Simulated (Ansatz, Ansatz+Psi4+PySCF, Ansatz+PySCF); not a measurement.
```yaml
atoms:
  - { symbol: Li, position_ang: [0.0000, 0.0000, 0.4100] }
  - { symbol: H, position_ang: [0.0000, 0.0000, -2.0500] }
```

Basis set: cc-pVTZ on H; cc-pCVTZ on Li (spherical functions). All electrons are correlated. Charge 0, multiplicity 1.

Computed with Ansatz (development build ahead of 0.2.0); each method stands on the lowest determinant of its kind that the runs found. Restricted open shells among the atoms or ions are ROHF, correlated in semicanonical orbitals with singles.

(1) Give the atomization energy at this shape (free ground-state atoms in the same class of orbitals less the molecule, no zero-point energy) of singlet LiH by RHF-CCSD(T), RHF-MP2, UHF-MP2, RHF, UHF.

## Answers

(1)

```csv
method,atomization energy
RHF-CCSD(T),1.46 eV
RHF-MP2,1.15 eV
UHF-MP2,0.91 eV
RHF,0.41 eV
UHF,0.47 eV
```

Caution: the shape is not the minimum. Caution for RHF-CCSD(T), RHF-MP2, UHF-MP2: large amplitudes, a single reference is doubtful. Caution for UHF-MP2: another reference gives a lower total. Caution for UHF-MP2, UHF: the unrestricted determinant is spin contaminated.
